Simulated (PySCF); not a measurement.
Molecule: SMILES F[C@H]1[C@H]2CC[C@@H]12, C5H7F.

Numbering as in the mapped SMILES `[F:1][C@H:2]1[C@H:3]2[CH2:4][CH2:5][C@@H:6]12`; H(Xn) means a hydrogen on atom n. Ha(C4), Ha(C5) are cis to C2 on the ring; Hb(C4), Hb(C5) are trans to C2 on the ring.

Spin–spin couplings on one PBE0-D3(BJ)/def2-SVP geometry, PySCF 2.14, gas phase, non-relativistic, equivalent pairs averaged (spin–dipole term only in couplings to heteroatoms); isotopes 13C, 1H, 19F; basis pcJ-1.

How do the couplings (Hz) change with the functional? Times are CPU seconds on 1 thread of an Arm Neoverse N1, shared host.

Answers


```
functional  functions  1J(C2,H(C2))  1J(C3,H(C3))  1J(F1,C2)  1J(C4,Ha(C4))  1J(C4,Hb(C4))  1J(C3,C4)  1J(C4,C5)  core-s
        HF        232         228.1         213.8     -181.7          175.2          172.8       71.1       61.7      46
       LDA        232         152.4         145.6     -326.4          110.6          111.1       21.6       14.2      30
       PBE        232         179.0         168.9     -340.1          132.2          132.2       31.2       23.3      44
       KT2        232         193.7         180.3     -343.6          139.2          139.7       22.8       15.7      45
      PBE0        232         184.5         174.0     -303.1          137.0          136.4       36.4       28.4      58
     B97-2        232         176.7         166.6     -295.7          131.0          129.9       36.0       28.2      58
 BHandHLYP        232         206.6         194.7     -263.8          155.6          154.1       47.3       38.8      65
 CAM-B3LYP        232         191.2         180.8     -290.8          142.2          141.1       37.7       29.4      83
```
